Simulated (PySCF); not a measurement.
# A workflow on SiH2F2 (SMILES F[SiH2]F)

We compute a series of 17 runs (PBE0-D4/def2-TZVP, CCSD(T)/def2-TZVPP, RI-MP2/def2-QZVPP, PBE-D4/def2-TZVPP, r2SCAN-D4/def2-TZVPP, B3LYP-D4/def2-TZVPP, PBE0-D4/def2-TZVPP, wB97M-V/def2-TZVPP, and more) of F2H2Si. Input form: a Python script.

The results are computed with PySCF 2.14.0.

1 further run of the same task is left out (for a faulty analytic Hessian).

**1. The molecule**

SiH2F2 has 5 atoms, charge 0, and is taken as a singlet. SMILES: `F[SiH2]F`. All atoms were displaced at random from a relaxed shape. The run starts from this shape.

Bond lengths: F1–Si2 1.576 Å, Si2–F3 1.592 Å, Si2–H4 1.558 Å, Si2–H5 1.424 Å. Angles: F1–Si2–F3 108.3°, F1–Si2–H4 106.0°, F1–Si2–H5 113.9°, F3–Si2–H4 105.4°, F3–Si2–H5 108.8°, H4–Si2–H5 113.9°.

**2. A geometry optimisation at PBE0-D4/def2-TZVP (density fitting with def2-universal-jkfit) (run 1)**

Input file input.xyz:

```xyz
5
F2H2Si
F     -1.075759     0.510982     0.994378
Si     0.015060     0.058604    -0.049373
F      1.253389    -0.542441     0.750673
H     -0.602399    -1.144664    -0.822139
H      0.478834     1.108135    -0.892181
```

Input file run.py:

```python
# F[SiH2]F
from pyscf import gto, dft
from pyscf.geomopt.geometric_solver import kernel as optimise

mol = gto.M(
    atom='input.xyz',
    basis='def2-tzvp',
    verbose=3,
    max_memory=1860,
    charge=0,
)

myscf = dft.RKS(mol, xc='pbe0')
myscf = myscf.density_fit(auxbasis='def2-universal-jkfit')
myscf.conv_tol = 1e-09
myscf.grids.level = 4
myscf.max_cycle = 100
myscf.disp = 'd4'
converged, mol_eq = optimise(myscf, maxsteps=100)
print('converged:', converged)
print(mol_eq.tostring())

myscf.reset(mol_eq)
mol = mol_eq
myscf.kernel()
etot = myscf.e_tot
print('E = %.10f Eh' % etot)
```

Run with:

```console
OMP_NUM_THREADS=1 python run.py
```

Standard output:

```text
maxiter                   100
[... 26 lines left out ...]
> Will converge when all 5 criteria are reached:
[... 18 lines left out ...]
converged SCF energy = -490.288664996182
[... 20 lines left out ...]
converged SCF energy = -490.292783473645
[... 41 lines left out ...]
converged SCF energy = -490.292841077851
[... 32 lines left out ...]
Converged! =D
[... 1 line left out ...]
converged: True
F          -1.06542985        0.52937979        0.98380151
Si          0.00786153       -0.00242720       -0.05518520
F           1.25096443       -0.54952469        0.76293840
H          -0.58542520       -1.12174400       -0.81002886
H           0.45595159        1.12989787       -0.88675444
converged SCF energy = -490.292841260402
E = -490.2928412604 Eh
```

Wall time 53 s (1 thread of Arm Neoverse V2, shared host); peak memory 1 GiB.

Steps, from the record of the run:

| step | energy from the first frame kept (eV) | largest force (eV/Å) |
| --- | --- | --- |
| 0 | 0.0000 | 2.7206 |
| 1 | -0.1121 | 0.2920 |
| 2 | -0.1135 | 0.0948 |
| 3 | -0.1136 | 0.0127 |
| 4 | -0.1136 | 0.0030 |

After the run. Bond lengths: F1–Si2 1.586 Å, Si2–F3 1.586 Å, Si2–H4 1.475 Å, Si2–H5 1.475 Å. Angles: F1–Si2–F3 108.0°, F1–Si2–H4 108.5°, F1–Si2–H5 108.5°, F3–Si2–H4 108.5°, F3–Si2–H5 108.5°, H4–Si2–H5 114.6°.

**3. A single-point energy at CCSD(T)/def2-TZVPP (run 3)**

Input file input.py:

```python
from pyscf import gto, cc

mol = gto.M(
    atom=[
    ('F', (-1.065430, 0.529380, 0.983802)),
    ('Si', (0.007862, -0.002427, -0.055185)),
    ('F', (1.250964, -0.549525, 0.762938)),
    ('H', (-0.585425, -1.121744, -0.810029)),
    ('H', (0.455952, 1.129898, -0.886754)),
],
    basis='def2-tzvpp',
    max_memory=1860,
    verbose=3,
    charge=0,
)

hf = mol.RHF()
hf.conv_tol = 1e-10
hf.kernel()
if not hf.converged:
    hf = hf.newton().run(hf.mo_coeff, hf.mo_occ)

mycc = cc.CCSD(hf, frozen=7)
mycc.kernel()
e_t = mycc.ccsd_t()
etot = mycc.e_tot + e_t
print(f'total energy: {etot:.8f} hartree')
```

Run with:

```console
OMP_NUM_THREADS=1 python input.py
```

Standard output:

```text
converged SCF energy = -489.214572802349
E(CCSD) = -489.8518577633719  E_corr = -0.6372849610229829
CCSD(T) correction = -0.0170669300170025
total energy: -489.86892469 hartree
```

It took 2.2 min on 1 thread of Arm Neoverse V2, shared host; peak memory 2.1 GiB.

Runs 4 to 7 aren't shown in full; the table further down has their settings and results.

**4. A single-point energy at PBE0-D4/def2-TZVPP (run 8)**

Input file input.py:

```python
from pyscf import gto, dft

mol = gto.M(
    atom=[
    ('F', (-1.065430, 0.529380, 0.983802)),
    ('Si', (0.007862, -0.002427, -0.055185)),
    ('F', (1.250964, -0.549525, 0.762938)),
    ('H', (-0.585425, -1.121744, -0.810029)),
    ('H', (0.455952, 1.129898, -0.886754)),
],
    spin=0,
    max_memory=1860,
    verbose=3,
    basis='def2-tzvpp',
)

ks = dft.RKS(mol, xc='pbe0')
ks.disp = 'd4'
ks.grids.level = 5
ks.conv_tol = 1e-10
ks.kernel()
if not ks.converged:
    ks = ks.newton().run(ks.mo_coeff, ks.mo_occ)

e_final = ks.e_tot
print('Final energy', e_final)
```

Run with:

```console
OMP_NUM_THREADS=1 python input.py
```

Standard output:

```text
converged SCF energy = -490.293240207484
Final energy -490.29324020748413
```

It took 17 s on 1 thread of Arm Neoverse V2, shared host; peak memory 0.77 GiB.

Runs 9 to 17 aren't shown in full; the table further down has their settings and results.

**5. The doublet cation: a single-point energy at UB3LYP/6-31G(d) (spherical functions) (run 18)**

Input file run.py:

```python
from pyscf import gto, dft

mol = gto.Mole()
mol.atom = '''
F   -1.065430   0.529380   0.983802
Si   0.007862  -0.002427  -0.055185
F    1.250964  -0.549525   0.762938
H   -0.585425  -1.121744  -0.810029
H    0.455952   1.129898  -0.886754
'''
mol.spin = 1
mol.basis = '6-31g*'
mol.charge = 1
mol.verbose = 3
mol.max_memory = 1860
mol.build()

mf = dft.UKS(mol, xc='b3lyp')
mf.conv_tol = 1e-10
mf.grids.level = 5
mf.kernel()
if not mf.converged:
    mf = mf.newton().run(mf.mo_coeff, mf.mo_occ)

e_tot = mf.e_tot
print('E(%s) = %.9f' % ('B3LYP', e_tot))
```

Run with:

```console
OMP_NUM_THREADS=1 python run.py
```

Standard output:

```text
WARN: HOMO -0.359786800031075 >= LUMO -0.359786800031074

converged SCF energy = -490.026326130348  <S^2> = 0.75874079  2S+1 = 2.0087218
E(B3LYP) = -490.026326130
```

Wall time 11 s (1 thread of Arm Neoverse V2, shared host); peak memory 0.29 GiB.

**6. All runs side by side**

| run | level | task | integral approximation | partner | energy (Eh) | dipole moment (D) of the reference | HOMO energy (eV) | LUMO energy (eV) | wall time |
| --- | --- | --- | --- | --- | --- | --- | --- | --- | --- |
| 1 | PBE0-D4/def2-TZVP (density fitting with def2-universal-jkfit) | optimise | def2-universal-jkfit | base | -490.292841 | 1.47 | -9.88 | 0.32 | 53 s |
| 3 | CCSD(T)/def2-TZVPP | energy | none | base | -489.868925 | 1.68 | -13.62 | 3.33 | 2.2 min |
| 4 | RI-MP2/def2-QZVPP (density fitting with def2-universal-jkfit) | energy | def2-universal-jkfit | base | -489.916559 | 1.69 | -13.63 | 2.57 | 3.6 s |
| 5 | PBE-D4/def2-TZVPP | energy | none | base | -490.262778 | 1.34 | -8.36 | -0.58 | 17 s |
| 6 | r2SCAN-D4/def2-TZVPP | energy | none | base | -490.500335 | 1.38 | -8.76 | -0.08 | 40 s |
| 7 | B3LYP-D4/def2-TZVPP | energy | none | base | -490.636899 | 1.47 | -9.69 | 0.04 | 19 s |
| 8 | PBE0-D4/def2-TZVPP | energy | none | base | -490.293240 | 1.47 | -9.88 | 0.31 | 17 s |
| 9 | wB97M-V/def2-TZVPP | energy | none | base | -490.537131 | 1.43 | -12.16 | 2.03 | 70 s |
| 10 | B2PLYP/def2-TZVPP | energy | none | base | -490.387886 | 1.58 | -11.33 | 1.41 | 18 s |
| 11 | SVWN5/def2-TZVPP | energy | none | base | -488.170639 | 1.42 | -8.41 | -0.85 | 12 s |
| 12 | M06-2X/def2-TZVPP | energy | none | base | -490.521332 | 1.57 | -11.29 | 1.07 | 38 s |
| 13 | B3LYP/6-31G* (spherical functions) | energy | none | base | -490.484848 | 1.41 | -9.46 | 0.67 | 5.7 s |
| 14 | HF/STO-3G | energy | none | base | -482.868183 | 1.26 | -10.35 | 13.01 | 0.69 s |
| 15 | UPBE-D4/def2-TZVPP | energy | none | cation | -489.816410 | – | -17.11 | -15.89 | 35 s |
| 16 | UB3LYP-D4/def2-TZVPP | energy | none | cation | -490.171742 | – | -18.75 | -15.56 | 40 s |
| 17 | UPBE0-D4/def2-TZVPP | energy | none | cation | -489.829502 | – | -19.02 | -15.29 | 39 s |
| 18 | UB3LYP/6-31G* (spherical functions) | energy | none | cation | -490.026326 | – | -18.56 | -15.47 | 11 s |

**7. Summary of results**

| quantity | value |
| --- | --- |
| doublet cation, run 18: total energy | -490.02633 Eh |
| doublet cation, run 18: HOMO energy (highest over α and β) | -18.56 eV |
| doublet cation, run 18: LUMO energy (lowest over α and β) | -15.47 eV |
| doublet cation, run 18: ⟨S²⟩ | 0.759 |
| vertical ionisation energy (to the doublet cation), PBE-D4/def2-TZVPP | 12.146 eV |
| vertical ionisation energy (to the doublet cation), B3LYP-D4/def2-TZVPP | 12.658 eV |
| vertical ionisation energy (to the doublet cation), PBE0-D4/def2-TZVPP | 12.619 eV |
| vertical ionisation energy (to the doublet cation), B3LYP/6-31G* | 12.477 eV |

In words: At PBE-D4/def2-TZVPP: the vertical ionisation energy comes to 12.15 eV (280 kcal/mol). The negative HOMO energy of the first species, 8.36 eV, lies 3.79 eV below that difference. At B3LYP-D4/def2-TZVPP: the vertical ionisation energy comes to 12.66 eV (292 kcal/mol). −ε(HOMO) before ionisation, 9.69 eV, is 2.96 eV below this ionisation energy. At PBE0-D4/def2-TZVPP: removing an electron at fixed nuclei costs 12.62 eV (291 kcal/mol). The negative HOMO energy of the first species, 9.88 eV, lies 2.74 eV below that difference. Totals of different functionals can't be ranked against each other. In run 14 the basis is minimal, so the values are rough. All runs together took 9.2 min, the longest 2.2 min.
